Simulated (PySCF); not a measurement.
# Electron affinity of Cl by level of theory

Cl⁻ [Ar] (1S) → Cl [Ne] 3s2 3p5 (2P), as a difference of total energies. All numbers are calculated (PySCF 2.14, no relativity, point nucleus, in aug-cc-pV(T+d)Z with one added diffuse shell each of s, p, d, f type (7s6p5d3f, 71 functions)). Correlated levels: valence: [Ne] frozen. The calculations carry no spin-orbit coupling.

```tsv
method	electron affinity (eV)
UHF	2.377
MP2 (valence)	3.639
SCS-MP2 (valence)	3.540
CCSD (valence)	3.415
CCSD(T) (valence)	3.508
```

Q: How much does correlation contribute at CCSD(T) (valence)?

A: 3.508 − (2.377) = 1.131 eV, measured against UHF.

A first-order spin-orbit estimate (lowest level to lowest level, LS coupling) adds -0.034 eV.

Errors of the correlated levels include the incompleteness of this basis and the frozen core.

For comparison: 3.613 eV (measured; photodetachment measurements, as compiled on the Wikipedia data page of electron affinities).
